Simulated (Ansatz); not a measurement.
Born–Oppenheimer molecular dynamics of AlFH₂ (4 atoms, charge 0, multiplicity 1). It starts from a relaxed structure.

All numbers below come from RKS PBE0-D4/def2-SVP (Ansatz).

| Property | Result |
| --- | --- |
| ensemble | NVT, Nosé–Hoover chain |
| time step | 1 fs |
| steps asked | 250 |
| set temperature | 200 K |
| thermostat | time constant 100 fs, chain length 3 |
| seed | 20512 |

First frame:

```xyz
4
Properties=species:S:1:pos:R:3
Al -0.024 0.000 0.014
H 0.063 0.000 1.591
F 1.420 0.000 -0.820
H -1.346 0.000 -0.850
```

Task: What does the run give?

Result: All steps were run.

```
steps done                                               : 250
time covered                                             : 250 fs
mean temperature over the second half                    : 229 K
spread of the potential energy over the second half      : 8.2 meV per atom
mean potential energy of the second half above the start : 15.5 meV per atom
```

The conserved energy stayed within 0.34 meV per atom of its start (net change 0.15 meV per atom), so the integration is sound. The mean temperature of the second half is 14 % above the set value. A run of 0.25 ps of so small a system gives no equilibrium averages.

Task: What happens to the structure?

Result: The same pairs are bonded in the first frame and the last. Pairs count as bonded within 1.25 times the sum of covalent radii (0.12 Å more for H–H). Another seed would give other details.

Task: How do temperature and energy run in time?

Result: 
```json
{"time (fs)": "0.0", "T (K)": "200", "potential energy less start (eV)": "0.000", "conserved less start (meV/atom)": "0.00"}
{"time (fs)": "12.0", "T (K)": "11", "potential energy less start (eV)": "0.050", "conserved less start (meV/atom)": "0.12"}
{"time (fs)": "24.0", "T (K)": "164", "potential energy less start (eV)": "0.010", "conserved less start (meV/atom)": "0.02"}
{"time (fs)": "36.0", "T (K)": "76", "potential energy less start (eV)": "0.034", "conserved less start (meV/atom)": "0.09"}
{"time (fs)": "48.0", "T (K)": "98", "potential energy less start (eV)": "0.029", "conserved less start (meV/atom)": "0.07"}
{"time (fs)": "60.0", "T (K)": "147", "potential energy less start (eV)": "0.019", "conserved less start (meV/atom)": "0.04"}
{"time (fs)": "72.0", "T (K)": "58", "potential energy less start (eV)": "0.045", "conserved less start (meV/atom)": "0.12"}
{"time (fs)": "84.0", "T (K)": "184", "potential energy less start (eV)": "0.015", "conserved less start (meV/atom)": "0.02"}
{"time (fs)": "96.0", "T (K)": "79", "potential energy less start (eV)": "0.047", "conserved less start (meV/atom)": "0.14"}
{"time (fs)": "108.0", "T (K)": "166", "potential energy less start (eV)": "0.029", "conserved less start (meV/atom)": "0.03"}
{"time (fs)": "120.0", "T (K)": "145", "potential energy less start (eV)": "0.041", "conserved less start (meV/atom)": "0.13"}
{"time (fs)": "132.0", "T (K)": "162", "potential energy less start (eV)": "0.044", "conserved less start (meV/atom)": "0.09"}
{"time (fs)": "144.0", "T (K)": "175", "potential energy less start (eV)": "0.048", "conserved less start (meV/atom)": "0.11"}
{"time (fs)": "156.0", "T (K)": "225", "potential energy less start (eV)": "0.046", "conserved less start (meV/atom)": "0.16"}
{"time (fs)": "168.0", "T (K)": "162", "potential energy less start (eV)": "0.069", "conserved less start (meV/atom)": "0.06"}
{"time (fs)": "180.0", "T (K)": "323", "potential energy less start (eV)": "0.038", "conserved less start (meV/atom)": "0.22"}
{"time (fs)": "192.0", "T (K)": "130", "potential energy less start (eV)": "0.095", "conserved less start (meV/atom)": "0.09"}
{"time (fs)": "204.0", "T (K)": "370", "potential energy less start (eV)": "0.038", "conserved less start (meV/atom)": "0.21"}
{"time (fs)": "216.0", "T (K)": "195", "potential energy less start (eV)": "0.090", "conserved less start (meV/atom)": "0.15"}
{"time (fs)": "228.0", "T (K)": "282", "potential energy less start (eV)": "0.069", "conserved less start (meV/atom)": "0.16"}
{"time (fs)": "240.0", "T (K)": "337", "potential energy less start (eV)": "0.058", "conserved less start (meV/atom)": "0.22"}
```

The run took 3.5 min on 1 thread of Intel(R) Xeon(R) Platinum 8259CL CPU @ 2.50GHz (Skylake/Cascade Lake), on a shared host, peak memory 0.097 GiB.
